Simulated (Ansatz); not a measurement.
# BH3O (SMILES [H]B([H])O) at 6 levels

We compute a comparison of 6 runs (B3LYP/STO-3G, r2SCAN/STO-3G, wB97M-V/STO-3G, RPA@PBE/STO-3G, CCSD(T)/STO-3G, FCI/STO-3G) of BH3O. 

The results are computed with Ansatz 0.2.0.

45 further runs of the same task are left out: 1 that didn't finish, 44 set aside as unsound or not needed.

**1. The structure to begin with**

BH3O has 5 atoms, charge 0, and is taken as a singlet. As SMILES, `[H]B([H])O`. The O4–B1 distance was set to 1.988 Å, away from the relaxed value.

Bond lengths: B1–H2 1.172 Å, B1–H3 1.182 Å, O4–H5 0.958 Å. Angles: H2–B1–H3 121.4°. A long bond or contact: B1–O4 1.988 Å.

**2. The energy at B3LYP/STO-3G (run 1)**

Contents of job.yaml:

```yaml
crystal:
  periodic: [false, false, false]
  atoms:
    - {symbol: B, position_ang: [0.486181, 0.913115, -0.250005]}
    - {symbol: H, position_ang: [1.618761, 1.000675, -0.537115]}
    - {symbol: H, position_ang: [-0.217699, 1.861995, -0.222205]}
    - {symbol: O, position_ang: [-0.159420, -0.918700, 0.174490]}
    - {symbol: H, position_ang: [-1.082200, -1.025180, 0.410320]}
basis:
  gaussian:
    orbitals: STO-3G
hamiltonian:
  xc: {name: B3LYP}
accuracy: high
```

On the command line:

```
$ ansatz run job.yaml --threads 1 --pin off --max-ram 2610MiB --events-out events.jsonl --progress --plain --runs-dir runs
```

The log of the run:

```text
Warning: RAYON_NUM_THREADS=1 ignored (pool sized by the plan → 1); use --threads N
Functional definition: B3LYP
  name "B3LYP"
  parameter a0 = 0.2
  parameter ax = 0.72
  parameter ac = 0.81
  exchange = (1 - a0 - ax)*slater_x + ax*b88_x + a0*exact_x
  correlation = (1 - ac)*vwn_rpa_c + ac*lyp_c
207 factors; integrals over basis functions are off by at most 4.5e-8 eV
mean field evaluation 1: about -2728.7708 eV, gradient 2.6e1 eV
mean field evaluation 2: about -2657.1891 eV, gradient 1.2e2 eV
mean field evaluation 4: about -2731.4173 eV, gradient 5.0e0 eV
mean field evaluation 8: about -2731.4508 eV, gradient 1.8e-1 eV
mean field evaluation 16: about -2731.4510 eV, gradient 1.4e-5 eV
mean field -2731.45100997 eV, -100.3789731725 hartree, gradient 6.7e-10 eV, S^2 0.000000; 0 other end points of the search recorded, 0 dependent functions left out
reference -2731.45103507 eV, -100.3789740950 hartree; 8, 8 occupied and 5, 5 virtual orbitals, 207 factors
Total energy: -2731.45103507 eV, -100.3789740950 hartree
```

Wall time 0.79 s (1 thread of Arm Neoverse V1, shared host).

**3. A single-point energy at r2SCAN/STO-3G (run 2)**

Contents of input.yaml:

```yaml
crystal:
  periodic: [false, false, false]
  atoms:
    - {symbol: B, position_ang: [0.486181, 0.913115, -0.250005]}
    - {symbol: H, position_ang: [1.618761, 1.000675, -0.537115]}
    - {symbol: H, position_ang: [-0.217699, 1.861995, -0.222205]}
    - {symbol: O, position_ang: [-0.159420, -0.918700, 0.174490]}
    - {symbol: H, position_ang: [-1.082200, -1.025180, 0.410320]}
basis:
  gaussian: {orbitals: STO-3G}
hamiltonian: {xc: {name: r2SCAN}}
accuracy: high
```

On the command line:

```
$ ansatz run input.yaml --threads 1 --pin off --max-ram 2610MiB --events-out events.jsonl --progress --plain --runs-dir runs
```

The log of the run:

```text
Warning: RAYON_NUM_THREADS=1 ignored (pool sized by the plan → 1); use --threads N
Functional definition: r2SCAN
  name "r2SCAN"
  parameter k0 = 0.174
  parameter k1 = 0.065
  parameter a1 = 4.9479
  exchange = r2scan_x(k0 = k0, k1 = k1, a1 = a1)
  correlation = r2scan_c
207 factors; integrals over basis functions are off by at most 4.5e-8 eV
mean field evaluation 1: about -2727.9152 eV, gradient 2.3e1 eV
mean field evaluation 2: about -2647.9699 eV, gradient 1.2e2 eV
mean field evaluation 4: about -2729.8170 eV, gradient 9.2e0 eV
mean field evaluation 8: about -2730.1663 eV, gradient 4.7e-2 eV
mean field evaluation 16: about -2730.0818 eV, gradient 1.2e-5 eV
mean field -2730.08175212 eV, -100.3286538746 hartree, gradient 5.3e-8 eV, S^2 0.000000; 0 other end points of the search recorded, 0 dependent functions left out
reference -2730.08175249 eV, -100.3286538882 hartree; 8, 8 occupied and 5, 5 virtual orbitals, 207 factors
Total energy: -2730.08175249 eV, -100.3286538882 hartree
```

Run time: 1.6 s. Hardware: 1 thread of Arm Neoverse V1, shared host; peak memory 0.12 GiB.

**4. A single-point energy at wB97M-V/STO-3G (run 3)**

Contents of molecule.yaml:

```yaml
crystal:
  periodic: [false, false, false]
  atoms:
    - symbol: B
      position_ang: [0.486181, 0.913115, -0.250005]
    - symbol: H
      position_ang: [1.618761, 1.000675, -0.537115]
    - symbol: H
      position_ang: [-0.217699, 1.861995, -0.222205]
    - symbol: O
      position_ang: [-0.159420, -0.918700, 0.174490]
    - symbol: H
      position_ang: [-1.082200, -1.025180, 0.410320]
basis:
  gaussian: {orbitals: STO-3G}
hamiltonian: {xc: {name: wB97M-V}}
accuracy: high
```

On the command line:

```
$ ansatz run molecule.yaml --threads 1 --pin off --max-ram 2610MiB --events-out events.jsonl --progress --plain --runs-dir runs
```

The log of the run (excerpt; [...] marks lines left out):

```text
Warning: RAYON_NUM_THREADS=1 ignored (pool sized by the plan → 1); use --threads N
Functional definition: wB97M-V
  name "wB97M-V"
[...]
  gx(w, u) = 1 - cx + cx01*u + cx10*w
  gss(w, u) = css00 + css04*u^4 + css10*w + css20*w^2 + css43*w^4*u^3
  gos(w, u) = cos00 + cos10*w + (cos20 + cos21*u)*w^2 + (cos60 + cos61*u)*w^6
[...]
      + integral(e_c_pw_mod_opposite_spin*gos(b97_w_opposite, b97_u_opposite)) + vv10(b, c)
207 factors; integrals over basis functions are off by at most 4.5e-8 eV
124 factors; integrals over basis functions are off by at most 1.4e-9 eV
[...]
mean field -2730.70989758 eV, -100.3517377945 hartree, gradient 1.6e-8 eV, S^2 0.000000; 0 other end points of the search recorded, 0 dependent functions left out
reference -2730.70989988 eV, -100.3517378791 hartree; 8, 8 occupied and 5, 5 virtual orbitals, 207 factors
Total energy: -2730.70989988 eV, -100.3517378791 hartree
```

Wall time 13 s (1 thread of Arm Neoverse V1, shared host); peak memory 0.21 GiB.

Runs 4 to 5 aren't shown in full; the table further down has their settings and results.

**5. A single-point energy at FCI/STO-3G (run 6)**

Contents of run.yaml:

```yaml
crystal:
  periodic: [false, false, false]
  atoms:
    - {symbol: B, position_ang: [0.486181, 0.913115, -0.250005]}
    - {symbol: H, position_ang: [1.618761, 1.000675, -0.537115]}
    - {symbol: H, position_ang: [-0.217699, 1.861995, -0.222205]}
    - {symbol: O, position_ang: [-0.159420, -0.918700, 0.174490]}
    - {symbol: H, position_ang: [-1.082200, -1.025180, 0.410320]}
basis:
  gaussian:
    orbitals: STO-3G
correlation:
  method: fci
  frozen_orbitals: {B: 1, H: 0, O: 1}
accuracy: high
```

On the command line:

```
$ ansatz run run.yaml --threads 1 --pin off --max-ram 2610MiB --events-out events.jsonl --progress --plain --runs-dir runs
```

The log of the run:

```text
Warning: RAYON_NUM_THREADS=1 ignored (pool sized by the plan → 1); use --threads N
Functional definition: HF
  name "HF"
  exchange = exact_x
  correlation = 0
207 factors; integrals over basis functions are off by at most 4.5e-8 eV
mean field evaluation 1: about -2711.2097 eV, gradient 3.0e1 eV
mean field evaluation 2: about -2711.2315 eV, gradient 3.0e1 eV
mean field evaluation 4: about -2715.5369 eV, gradient 3.2e0 eV
mean field evaluation 8: about -2715.6496 eV, gradient 1.0e-1 eV
mean field -2715.64964875 eV, -99.7982838581 hartree, gradient 2.2e-8 eV, S^2 0.000000; 0 other end points of the search recorded, 0 dependent functions left out; unrestricted orbitals would lower it
mean field evaluation 16: about -2715.5101 eV, gradient 1.1e1 eV
2 core orbitals not correlated: weight in the atoms' cores, before any rotation towards them, 1.000 or more for the frozen orbitals, at most 0.000 for the correlated occupied ones
reference -2715.64964875 eV, -99.7982838581 hartree; 6, 6 occupied and 5, 5 virtual orbitals, 207 factors
state -2719.37028996 eV, -99.9350149007 hartree
Total energy: -2719.37028996 eV, -99.9350149007 hartree
```

Wall time 1.2 s (1 thread of Arm Neoverse V1, shared host).

**6. The series**

| run | level | frozen core orbitals | energy (Eh) | wall time |
| --- | --- | --- | --- | --- |
| 1 | B3LYP/STO-3G | – | -100.378974 | 0.79 s |
| 2 | r2SCAN/STO-3G | – | -100.328654 | 1.6 s |
| 3 | wB97M-V/STO-3G | – | -100.351738 | 13 s |
| 4 | RPA@PBE/STO-3G | 2 | -100.001401 | 1 s |
| 5 | CCSD(T)/STO-3G | 2 | -99.931529 | 0.1 s |
| 6 | FCI/STO-3G | 2 | -99.935015 | 1.2 s |

**7. Outcome**

| quantity | value |
| --- | --- |
| run 6: total energy | -99.93501 Eh |
| run 6: correlation energy (2 core orbitals frozen) | -136.7 mEh |

What this shows: Against full CI in this basis: CCSD(T) +3.5 mEh. Totals of different functionals can't be ranked against each other. In run 5 the T1 diagnostic is large, so a single reference may not serve. In run 5 the log says that unrestricted orbitals would lower the reference, so the values rest on an unstable closed-shell determinant (other closed-shell runs at this shape may share the fault). In runs 1, 2, 3, 4, 5, 6 the basis is minimal, so the values are rough. All runs together took 17 s, the longest 13 s.
